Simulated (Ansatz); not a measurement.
Elements on the sites of an ideal rock salt lattice, at a guessed lattice constant:

```
CELL_PARAMETERS angstrom
2.35640 2.35640 4.71280
-2.35640 -2.35640 4.71280
7.06920 -4.71280 2.35640
ATOMIC_POSITIONS crystal
C 0.95000 0.75000 0.60000
C 0.85000 0.25000 0.80000
C 0.35000 0.75000 0.80000
C 0.75000 0.75000 0.00000
C 0.15000 0.75000 0.20000
C 0.05000 0.25000 0.40000
C 0.55000 0.75000 0.40000
C 0.45000 0.25000 0.60000
C 0.25000 0.25000 0.00000
C 0.65000 0.25000 0.20000
Ti 0.20000 0.00000 0.60000
Ti 0.10000 0.50000 0.80000
Zr 0.60000 0.00000 0.80000
Zr 0.00000 0.00000 0.00000
Zr 0.40000 0.00000 0.20000
Zr 0.30000 0.50000 0.40000
Zr 0.80000 0.00000 0.40000
Zr 0.70000 0.50000 0.60000
Zr 0.50000 0.50000 0.00000
Zr 0.90000 0.50000 0.20000
```

Cell and atoms were relaxed without symmetry on coarser meshes and computed once more. Theory: DFT PBE, scalar-relativistic, plane waves, PAW (Ansatz).

Cutoff 420 eV; k points 7×6×4 on the computed 20-atom cell (Γ-centred); Gaussian smearing, width 0.10 eV; no spin polarisation.

The relaxation ran on 3×3×2 (shifted) and then 4×4×3 k points with a smearing of 0.1 eV, from sites shaken by 0.02 Å.

Task: What does the relaxation give?

Result: A volume of 12.50 Å³/atom and no gap on the mesh. It lies 0.81 eV/atom below the elements' standard states (static lattices, no corrections for gases). The atoms leave their sites by 0.04 Å (root mean square) and 0.07 Å at most, and the cell stretches by up to 0.2 % at fixed volume.

```
C Ti Zr
1.0
     2.32273    2.32364    4.63516
    -2.32670   -2.32470    4.63768
     6.96248   -4.63794    2.31574
C Ti Zr
10 2 8
Direct
  0.95679 0.74986 0.60569
  0.86239 0.24961 0.79482
  0.34206 0.75070 0.79494
  0.75703 0.74497 0.99515
  0.14942 0.75024 0.20030
  0.05173 0.24505 0.40534
  0.54167 0.75559 0.40551
  0.43644 0.25091 0.60580
  0.24698 0.25556 0.99523
  0.64941 0.25022 0.20031
  0.19803 0.00022 0.60271
  0.10074 0.50011 0.79795
  0.60038 0.00023 0.79858
  0.00161 0.00019 0.99606
  0.39899 0.00020 0.20103
  0.29708 0.50029 0.40459
  0.79745 0.00034 0.40376
  0.69837 0.50027 0.60205
  0.50124 0.50021 0.99689
  0.89974 0.50029 0.19962
```

The final mesh leaves forces up to 0.02 eV/Å and stresses up to 0.7 GPa: the relaxation ran on a coarser mesh, so the cell's shape, its bonds and its energy belong partly to that mesh.

Cost: 2 runs of about 7.7 core-minutes in all (earlier runs that led there not counted), on Arm Neoverse V2 (shared hosts).